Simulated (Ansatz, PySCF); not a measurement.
Molecule: C₂F₃N, charge 0, multiplicity 1. SMILES: N#CC(F)(F)F
Coordinates optimised at B3LYP-D3(BJ)/def2-TZVP (Ansatz, a program for electronic structure):
```
C
F 1 1.3355
F 1 1.3355 2 108.66
F 1 1.3355 2 108.66 3 -118.06
C 1 1.4814 2 110.27 4 -120.97
N 5 1.1466 4 147.20 1 -180.00
```

Wanted: atomisation energy (electronic, to ground-state atoms), in kcal/mol. Correlated levels leave the core frozen unless marked. UHF or UKS for open shells. No spin-orbit coupling. Non-relativistic. The coupled-cluster limit lacks core correlation, which all-electron functionals hold. CBS(X,Y): correlation extrapolated as X^-3; Hartree-Fock from the larger set. [CCSD(T)-MP2]/basis is that difference in the basis named.

```csv
level,program,atomisation energy (kcal/mol)
HF-D4/def2-TZVPD,PySCF + dftd4,?
BLYP-D3(BJ)/def2-TZVPD,Ansatz + dftd3,652.5
revPBE/def2-TZVPD,Ansatz,?
B3LYP-D3(BJ)/def2-TZVPD,Ansatz + dftd3,636.9
TPSSh-D4/def2-TZVPD,PySCF + dftd4,631.8
CCSD/6-31G*,Ansatz,584.8
"RI-MP2/CBS(cc-pVTZ,cc-pVQZ)+[CCSD(T)-MP2]/cc-pVTZ",Ansatz,?
```

Question: What belongs in the gaps?

Answer: 
- HF-D4/def2-TZVPD, atomisation energy (kcal/mol): 409.5
- revPBE/def2-TZVPD, atomisation energy (kcal/mol): 643.9
- RI-MP2/CBS(cc-pVTZ,cc-pVQZ)+[CCSD(T)-MP2]/cc-pVTZ, atomisation energy (kcal/mol): 639.4
